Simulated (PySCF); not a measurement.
Reading a saddle point

A first-order saddle point of CH$_{8}$AlN, closed shell, PBE0-D4/def2-TZVP, with one imaginary mode of 1197i cm⁻¹:

```tsv
atom	x (Å)	y (Å)	z (Å)
Al1	-1.1970	0.9450	-0.0729
N2	0.0557	-0.3370	0.5363
C3	0.8784	-1.1391	-0.3511
H4	-2.3042	1.3153	0.9989
H5	-1.3859	1.0159	-1.6452
H6	0.4606	1.0391	0.5769
H7	0.2597	1.9722	0.3349
H8	-0.0855	-0.7751	1.4360
H9	1.1556	-0.5440	-1.2260
H10	0.3574	-2.0298	-0.7202
H11	1.8052	-1.4622	0.1327
```

Computed with PySCF 2.14 with density fitting (its default auxiliary sets; JK sets also for MP2 and CCSD(T)) (basis: def2-TZVPP and def2-QZVPP); correlated methods freeze the cores. Extrapolation: Hartree–Fock as exp(−7.88 √X), correlation as X^−2.97.

(1) Which contacts change along the imaginary mode, and what lies on either side? (Judge from chemistry; the calculation decides.)

(2) Which side is lower, and how far does the saddle lie above each? (To be estimated.)

T1 diagnostic: at most 0.013.

Answers

(1) Computed: The step is CH₆AlN ([CH3][NH][AlH2]) + H₂ → CH₅N ([CH3][NH2]) + AlH₃ (still joined by a long Al–N bond), with the molecules in contact on both sides. Shortening one way: Al1–H7, N2–H6; lengthening the same way: Al1–N2, H6–H7.
```csv
pair,one side (Å),saddle (Å),other side (Å)
Al1–H7,2.82,1.83,1.61
N2–H6,3.07,1.44,1.02
Al1–N2,1.77,1.89,2.05
H6–H7,0.75,0.98,2.98
```

(2) Computed: The side with Al1–H7, N2–H6 short is lower by 12.67 kcal/mol; the saddle lies 34.00 kcal/mol above it and 21.33 kcal/mol above the other (CCSD(T) at an estimated basis limit (MP2 extrapolated from triple and quadruple zeta, plus CCSD(T) − MP2 in triple zeta); electronic energies).

Labels in which every atom is bracketed show which atoms are joined, not bond orders.

For scale, one of the runs: CCSD(T)/def2-TZVPP, 216 basis functions, launched by `OMP_NUM_THREADS=4 python run.py`. Time: 7.2 min of wall clock on 4 CPU threads of an Arm Neoverse V1; the host was shared. Peak host memory: 2.8 GiB.
